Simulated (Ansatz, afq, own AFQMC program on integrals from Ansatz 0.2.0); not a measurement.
HClF, doublet in cc-pVTZ, levels against CCSDT(Q)

```json
{"atom": "Cl", "x (Å)": "0.0000", "y (Å)": "0.0000", "z (Å)": "-1.2426"}
{"atom": "H", "x (Å)": "0.0000", "y (Å)": "0.0000", "z (Å)": "0.0362"}
{"atom": "F", "x (Å)": "0.0000", "y (Å)": "0.0000", "z (Å)": "1.2064"}
```

Connectivity, by distances: ClH ··· F.

Basis cc-pVTZ. Only valence electrons are correlated. Ansatz 0.2.0 and our own AFQMC program on the same integrals; the CISD trial comes from CCSD amplitudes, and released means the phaseless constraint is let go. Error bars are statistical, one sigma.

Determinant: UHF, the one that the program's search chose, which needn't be the lowest solution. The geometry is a point of a scan.

No full CI on the walks' own integrals is used here; CCSDT(Q) serves as the reference and is uncertain by about the last step of the cluster series.

The T1 diagnostic is 0.0275. The weight of the determinant in the CISD state is 0.863. The ⟨S²⟩ of the determinant is 0.784. The size of the correlated space is 15 electrons in 72 orbitals.

| level | correlation energy (eV) |
| --- | --- |
| MP2 | -11.7033 |
| CCSD | -12.6010 |
| CCSD(T) | -13.0049 |

(1) Estimate where AFQMC with the constraint released lies against CCSD(T) on the same integrals.

(1) 49.5 ± 11.1 meV below CCSD(T).

Reference: CCSDT(Q), correlation energy -13.051 eV. The released energy is read at 1.50 1/Eh (meV from the phaseless value at times in 1/Eh: -28 ± 6 at 0.24, -39 ± 6 at 0.51, -33 ± 9 at 0.99, -47 ± 11 at 1.50).

| level | E − E(reference) (meV) | share of correlation (%) |
| --- | --- | --- |
| CCSD(T) | 45.8 | 99.65 |
| CCSDT | 20.1 | 99.85 |
| ph-AFQMC/CISD | 42.9 ± 6.0 | 99.67 |
| released AFQMC | -3.7 ± 11.1 | 100.03 |

A walk keeps the symmetry of its determinant, which the program's search chose and which needn't be the lowest solution, so a lower state of the same spin and another symmetry isn't excluded. Released energies are given only where the last usable release times agree within the noise; a slower fall can still hide under it.
